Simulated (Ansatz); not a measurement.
Species, as SMILES: [CH2]F (CH2-F), doublet.
Atoms: C1, F2, H3, H4. Bonds: C1-F2, C1-H3, C1-H4.

Basis-set convergence of the optimised C1-F2 bond length at PBE with Ansatz (an electronic-structure program). All functions are spherical. The program fits the integrals of some runs and decomposes those of others, by size. Open shells are unrestricted. No added dispersion term, no relativity. Reference: the value in def2-QZVPPD, 1.3460 Å, itself unsure by roughly 0.0005 Å (its mean distance from pcseg-3, def2-QZVPP, cc-pVQZ). Deviations are taken from unrounded values.

```tsv
basis	functions	optimised C1-F2 bond length (Å)	minus reference (Å)
pcseg-0	22	1.3956	0.0496
pcseg-1	38	1.3503	0.0042
aug-pcseg-1	64	1.3536	0.0076
pcseg-2	88	1.3467	0.0007
aug-pcseg-2	138	1.3467	0.0007
pcseg-3	186	1.3455	-0.0006
```

The smallest set listed that lies within 0.01 Å of the reference with all its larger relatives (same family, alike in diffuse functions; a set with none counts only in the reference's own line) is pcseg-1 (38 functions, 0.0042 Å off).
